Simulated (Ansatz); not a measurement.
## How far each method lies from full CI for HB–BH, singlet

Geometry: a PBE0/def2-TZVP stationary point for this spin, not checked as a minimum.

```xyz
4

B     0.0000    0.0000    0.7625
B     0.0000    0.0000   -0.7625
H     0.0000    0.0000    1.9383
H     0.0000    0.0000   -1.9383
```

Basis 6-31G; Ansatz 0.2.0. Correlated methods freeze the noble-gas cores, which leaves 8 electrons in 20 orbitals. Prefix R: restricted or restricted open-shell reference; prefix U: unrestricted. Active spaces: valence = (8e, 10o) chosen from the atoms' valence shells; pair = (2e, 2o) about the gap.

Full CI is exact within this basis and frozen core; it isn't the basis-set limit. The frozen core follows each run's orbitals, which can shift R against U totals by a few meV.

The determinant fills πx and πy unequally, so it is a mixture of Σ and Δ, which weighs on every level built on one determinant.

The determinant has the irrep Ag, whose lowest full-CI state lies within 3 meV of the B1g state that serves as the reference; occupations given are those of the former. RHF is unstable: UHF (⟨S²⟩ = 1.00) lies 0.86 eV below the lowest RHF solution. Higher spins weren't run at this geometry and may lie near or lower.

- UHF ⟨S²⟩: 1.000
- T1 diagnostic (RCCSD): 0.0108
- largest doubles amplitude (RCCSD): 0.167

| level | E − E(full CI) (kcal/mol) | share of correlation (%) | wall time |
| --- | --- | --- | --- |
| RHF | 79.40 | 0.00 | – |
| UHF† | 59.64 | – | – |
| RMP2 | 22.91 | 71.14 | – |
| UMP2† | 8.50 | – | – |
| CISD | 9.22 | 88.39 | 0.36 s |
| RCCSD | 5.04 | 93.65 | – |
| UCCSD*† | -9.89 | – | – |
| RCCSD(T) | 2.96 | 96.27 | 0.54 s |
| UCCSD(T)*† | -13.45 | – | 0.97 s |
| BCCD(T) | 2.97 | 96.26 | 0.39 s |
| RCCSDT* | 0.69 | 99.14 | – |
| UCCSDT*† | -17.45 | – | – |
| CISDTQ | 0.90 | 98.86 | 3 s |
| RCCSDT(Q)* | -0.09 | 100.12 | 1.1 s |
| UCCSDT(Q)*† | -17.96 | – | 3.3 s |
| RCCSDTQ* | 0.03 | 99.96 | 7 s |
| CASSCF (valence space) | 18.33 | 76.91 | – |
| NEVPT2 (valence space) | 5.49 | 93.08 | 9.5 s |
| MRCISD (valence space) | 0.41 | 99.48 | – |
| MRCISD+Q (valence space) | 0.11 | 99.86 | 15 s |

An asterisk marks runs whose energy the program itself flagged as in doubt. A dagger marks rows that describe another state than the reference (another or a broken symmetry, a higher spin or other natural occupations), so the difference holds a gap between states beside the method's error.

The correlation energy at full CI, counted from RHF, is -3.443 eV. That run took 23 s on 1 thread of Intel Xeon Platinum 8375C, shared host over 2,920,256 determinants.

Run but not shown, since their state, orbitals or frozen core can't be matched to the reference's or they repeat it: CASSCF (pair space), NEVPT2 (pair space).

Times hold each run's SCF and search for its determinant on a shared host, so for small cases they say little of a method's own cost; they ran on 1 thread of Intel Xeon Platinum 8375C.

Unrestricted levels hold only the spin's projection, and here they fall towards a lower state of higher spin.

The full-CI state has the irrep B1g of D2h, in the program's axes (one component, if the state is degenerate).

Natural occupations of full CI about the gap: 1.971 1.968 1.968 0.959 0.959 0.045 0.045 0.029 0.021 0.011; effectively unpaired electrons, Σ n²(2−n)², 2.03. No single determinant describes this state well, so single-reference rows can miss without a flag.
